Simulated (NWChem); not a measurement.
System: phosphine (PH3); SMILES P

Output (shortened):

```
             Northwest Computational Chemistry Package (NWChem) 7.3.0
             --------------------------------------------------------

 C3V symmetry detected

                             Geometry "geometry" -> ""
                             -------------------------

 Output coordinates in angstroms (scale by  1.889725989 to convert to a.u.)

  No.       Tag          Charge          X              Y              Z
 ---- ---------------- ---------- -------------- -------------- --------------
    1 P                   15.0000    -0.00000000    -0.00000000     0.13027667
    2 H                    1.0000     0.84563235     0.84563235    -0.65138333
    3 H                    1.0000     0.30952292    -1.15515527    -0.65138333
    4 H                    1.0000    -1.15515527     0.30952292    -0.65138333

 Effective nuclear repulsion energy (a.u.)      17.4340134458

      Symmetry information
      --------------------

 Group name             C3v
 Group number             17
 Group order               6
 No. of unique centers     2

                                 NWChem DFT Module
                                 -----------------

 Summary of "ao basis" -> "ao basis" (spherical)
 ------------------------------------------------------------------------------
       Tag                 Description            Shells   Functions and Types
 ---------------- ------------------------------  ------  ---------------------
 P                          def2-svp                 8       18   4s3p1d
 H                          def2-svp                 3        5   2s1p

      Symmetry analysis of basis
      --------------------------

        a1         12
        a2          1
        e          20

  Rotation of axis

            General Information
            -------------------
          SCF calculation type: DFT
          Wavefunction type:  closed shell.
          No. of atoms     :     4
          No. of electrons :    18
           Alpha electrons :     9
            Beta electrons :     9
          Charge           :     0
          Spin multiplicity:     1
          Use of symmetry is: on ; symmetry adaption is: on
          Maximum number of iterations: 150
          AO basis - number of functions:    33
                     number of shells:    17
          Convergence on energy requested:  1.00D-06
          Convergence on density requested:  1.00D-05
          Convergence on gradient requested:  5.00D-04

              XC Information
              --------------
                         B3LYP Method XC Potential
                     Hartree-Fock (Exact) Exchange  0.200
                        Slater Exchange Functional  0.800 local
                    Becke 1988 Exchange Functional  0.720 non-local
              Lee-Yang-Parr Correlation Functional  0.810
                  VWN I RPA Correlation Functional  0.190 local

             Grid Information
             ----------------
          Grid used for XC integration:  medium
          Radial quadrature: Mura-Knowles
          Angular quadrature: Lebedev.
          Tag              B.-S. Rad. Rad. Pts. Rad. Cut. Ang. Pts.
          ---              ---------- --------- --------- ---------
          P                   1.00       88           7.0       590
          H                   0.35       45           7.0       434
          Grid pruning is: on
          Number of quadrature shells:   133
          Spatial weights used:  Erf1

      Superposition of Atomic Density Guess
      -------------------------------------

 Sum of atomic energies:        -342.03549735

      Non-variational initial energy
      ------------------------------

 Total energy =    -342.230065
 1-e energy   =    -507.143573
 2-e energy   =     147.479494
 HOMO         =      -0.308450
 LUMO         =       0.106721

      Symmetry analysis of molecular orbitals - initial
      -------------------------------------------------

  Numbering of irreducible representations:

     1 a1          2 a2          3 e

  Orbital symmetries:

     1 a1          2 a1          3 e           4 e           5 a1
     6 a1          7 e           8 e           9 a1         10 e
    11 e          12 a1         13 e          14 e          15 a1
    16 a1         17 e          18 e          19 a1

     ---------------------------------------------
      Total Density - Mulliken Population Analysis
     ---------------------------------------------

    Atom       Charge   Shell Charges
 -----------   ------   -------------------------------------------------------
    1 P   15    15.11   2.00  1.99  1.17  0.58  5.94  1.40  1.98  0.06
    2 H    1     0.96   0.65  0.30  0.02
    3 H    1     0.96   0.65  0.30  0.02
    4 H    1     0.96   0.65  0.30  0.02

   convergence    iter        energy       DeltaE   RMS-Dens  Diis-err
 ---------------- ----- ----------------- --------- --------- ---------
 d= 0,ls=0.0,diis     1   -343.0413636567 -3.60D+02  9.77D-03  9.54D-02
 d= 0,ls=0.0,diis     2   -343.0529893168 -1.16D-02  3.40D-03  6.70D-03
 d= 0,ls=0.0,diis     3   -343.0542041244 -1.21D-03  6.36D-04  6.30D-04
 d= 0,ls=0.0,diis     4   -343.0543263899 -1.22D-04  1.59D-04  7.87D-06
 d= 0,ls=0.0,diis     5   -343.0543275012 -1.11D-06  6.18D-05  1.76D-06
 d= 0,ls=0.0,diis     6   -343.0543278009 -3.00D-07  1.89D-06  2.17D-09

         Total DFT energy =     -343.054327800879
      One electron energy =     -508.111432451640
           Coulomb energy =      171.956617995721
    Exchange-Corr. energy =      -24.333526790747
 Nuclear repulsion energy =       17.434013445788

 Numeric. integr. density =       17.999993072544

                  Occupations of the irreducible representations
                  ----------------------------------------------

                     irrep           alpha         beta
                     --------     --------     --------
                     a1                5.0          5.0
                     a2                0.0          0.0
                     e                 4.0          4.0

                       DFT Final Molecular Orbital Analysis
                       ------------------------------------

 Vector    7  Occ=2.000000D+00  E=-3.833846D-01  Symmetry=e
              MO Center= -1.2D-01, -3.3D-01, -3.4D-01, r^2= 1.8D+00
   Bfn.  Coefficient  Atom+Function         Bfn.  Coefficient  Atom+Function
  ----- ------------  ---------------      ----- ------------  ---------------
    24      0.356969  3 H  s                  9     -0.273116  1 P  py
    29     -0.273299  4 H  s                 12     -0.226847  1 P  py
    25      0.183047  3 H  s                  8      0.170998  1 P  px
     6      0.156263  1 P  py                11      0.142029  1 P  px
    30     -0.140142  4 H  s                  5     -0.097836  1 P  px

 Vector    8  Occ=2.000000D+00  E=-3.833846D-01  Symmetry=e
              MO Center=  1.2D-01,  3.3D-01, -3.4D-01, r^2= 1.8D+00
   Bfn.  Coefficient  Atom+Function         Bfn.  Coefficient  Atom+Function
  ----- ------------  ---------------      ----- ------------  ---------------
    19      0.363885  2 H  s                  8      0.273116  1 P  px
    29     -0.254403  4 H  s                 11      0.226847  1 P  px
    20      0.186593  2 H  s                  9      0.170998  1 P  py
     5     -0.156263  1 P  px                12      0.142029  1 P  py
    30     -0.130453  4 H  s                 24     -0.109482  3 H  s

 Vector    9  Occ=2.000000D+00  E=-2.767800D-01  Symmetry=a1
              MO Center= -4.0D-16, -1.6D-16,  3.5D-01, r^2= 1.8D+00
   Bfn.  Coefficient  Atom+Function         Bfn.  Coefficient  Atom+Function
  ----- ------------  ---------------      ----- ------------  ---------------
    13      0.429136  1 P  pz                 4      0.410760  1 P  s
    10      0.365946  1 P  pz                 3      0.328972  1 P  s
     2      0.218801  1 P  s                  7     -0.207468  1 P  pz
    19     -0.144766  2 H  s                 24     -0.144766  3 H  s
    29     -0.144766  4 H  s                 20     -0.122335  2 H  s

 Vector   10  Occ=0.000000D+00  E= 3.804296D-02  Symmetry=e
              MO Center=  2.2D-02,  1.7D-01, -1.2D-01, r^2= 3.1D+00
   Bfn.  Coefficient  Atom+Function         Bfn.  Coefficient  Atom+Function
  ----- ------------  ---------------      ----- ------------  ---------------
    11      1.008959  1 P  px                20     -0.968670  2 H  s
    30      0.769900  4 H  s                 12      0.496492  1 P  py
    19     -0.263486  2 H  s                  8      0.242784  1 P  px
    29      0.209419  4 H  s                 25      0.198770  3 H  s
     5     -0.148653  1 P  px                 9      0.119470  1 P  py

 Vector   11  Occ=0.000000D+00  E= 3.804296D-02  Symmetry=e
              MO Center= -2.2D-02, -1.7D-01, -1.2D-01, r^2= 3.1D+00
   Bfn.  Coefficient  Atom+Function         Bfn.  Coefficient  Atom+Function
  ----- ------------  ---------------      ----- ------------  ---------------
    12      1.008959  1 P  py                25      1.003764  3 H  s
    30     -0.674021  4 H  s                 11     -0.496492  1 P  px
    20     -0.329742  2 H  s                 24      0.273032  3 H  s
     9      0.242784  1 P  py                29     -0.183340  4 H  s
     6     -0.148653  1 P  py                 8     -0.119470  1 P  px

 Vector   12  Occ=0.000000D+00  E= 6.143419D-02  Symmetry=a1
              MO Center= -3.2D-15, -4.2D-15, -7.3D-01, r^2= 4.2D+00
   Bfn.  Coefficient  Atom+Function         Bfn.  Coefficient  Atom+Function
  ----- ------------  ---------------      ----- ------------  ---------------
     4      1.650427  1 P  s                 20     -1.084572  2 H  s
    25     -1.084572  3 H  s                 30     -1.084572  4 H  s
    13     -1.054632  1 P  pz                 3      0.480795  1 P  s
     2      0.267798  1 P  s                 10     -0.181930  1 P  pz
     7      0.113306  1 P  pz                19     -0.057948  2 H  s

     ---------------------------------------------
      Total Density - Mulliken Population Analysis
     ---------------------------------------------

    Atom       Charge   Shell Charges
 -----------   ------   -------------------------------------------------------
    1 P   15    14.90   2.00  1.98  1.23  0.50  5.92  1.49  1.67  0.09
    2 H    1     1.03   0.73  0.28  0.02
    3 H    1     1.03   0.73  0.28  0.02
    4 H    1     1.03   0.73  0.28  0.02

     -------------------------------------------
      Total Density - Lowdin Population Analysis
     -------------------------------------------

    Atom       Charge   Shell Charges
 -----------   ------   -------------------------------------------------------
    1 P   15    14.82   2.00  1.95  0.91  0.58  5.81  1.51  1.94  0.12
    2 H    1     1.06   0.64  0.37  0.04
    3 H    1     1.06   0.64  0.37  0.04
    4 H    1     1.06   0.64  0.37  0.04

     Multipole analysis of the density
     ---------------------------------

     L   x y z        total         alpha         beta         nuclear
     -   - - -        -----         -----         ----         -------
     0   0 0 0     -0.000000     -9.000000     -9.000000     18.000000

     1   1 0 0      0.000000     -0.000000     -0.000000      0.000000
     1   0 1 0      0.000000      0.000000      0.000000      0.000000
     1   0 0 1     -0.305574     -0.152787     -0.152787     -0.000000

     2   2 0 0    -10.949009     -9.304975     -9.304975      7.660941
     2   1 1 0      0.000000      0.000000      0.000000      0.000000
     2   1 0 1      0.000000      0.000000      0.000000     -0.000000
     2   0 2 0    -10.949009     -9.304975     -9.304975      7.660941
     2   0 1 1     -0.000000      0.000000      0.000000     -0.000000
     2   0 0 2    -12.377705     -8.916219     -8.916219      5.454732
```

Level: B3LYP/def2-SVP. Geometry: optimised at PBE0/def2-SVP. B3LYP is NWChem's, with the RPA form of VWN correlation.

Question: Which NWChem input produces such a log?

Answer: Several could match; the one computed here: the input that was run:
```
start job
memory heap 200 mb stack 900 mb global 1100 mb
geometry units angstroms noautoz
  P      0.000000     0.000000     0.138041
  H      0.404904    -1.125274    -0.643619
  H     -1.176967     0.211980    -0.643619
  H      0.772064     0.913294    -0.643619
end
basis spherical
  * library def2-svp
end
dft
  xc b3lyp
  iterations 150
  mulliken
end
task dft energy
```
